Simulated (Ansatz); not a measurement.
Basis-set extrapolation for C3H6FN, SMILES `C/N=C(/C)F` (PBE0-D4/def2-TZVP geometry, frozen core, the Gaussian-basis code of Ansatz). Multiplicity 1, RHF reference.

|  | def2-TZVPP | def2-QZVPP |
| --- | --- | --- |
| HF | -271.085900 | -271.098153 |
| MP2 correlation | -0.954129 | -1.024543 |
| CCSD(T) correlation | -1.024752 | not run |

Energies in hartree. Use E(X) = E(∞) + A·exp(−7.88·√X) for Hartree–Fock and E(X) = E(∞) + B·X^(−2.97) for correlation, with X = 3 and 4, and add CCSD(T) minus MP2 of the smaller set to the MP2 limit.

Task: What is the CCSD(T) energy at the basis-set limit?

Result: HF limit: -271.098153 + (-0.012253) × 0.13774 = -271.09984. MP2 limit: -1.024543 + (-0.070414) × 0.74074 = -1.07670. Higher-order term: -1.024752 − (-0.954129) = -0.07062. Total: -272.24716 hartree, 358.4 kJ/mol below CCSD(T)/def2-TZVPP.
